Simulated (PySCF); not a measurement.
silicon monoxide (OSi), SMILES O=[Si] (connectivity only; charge and spin as stated), neutral, multiplicity 1. Coordinates come from a B3LYP-D3(BJ)/def2-TZVPD optimisation.

TDDFT-B3LYP/def2-TZVPD (PySCF) puts the lowest singlet excitations at 5.29, 5.39, 5.39, 5.51, 5.51, 7.17 eV and the lowest triplet (TDA) at 4.06 eV.

Task: What are the lowest singlet roots from EOM-CCSD/aug-cc-pVDZ (PySCF)? (The exact figures need the calculation; the answer reports its results.)

Result: 5.66, 5.66, 5.74, 5.74, 5.74, 7.45 eV; triplets 4.23, 4.23, 4.75 eV. S1 differs by 0.37 eV (second minus first; roots are paired by order, and the bases may differ).
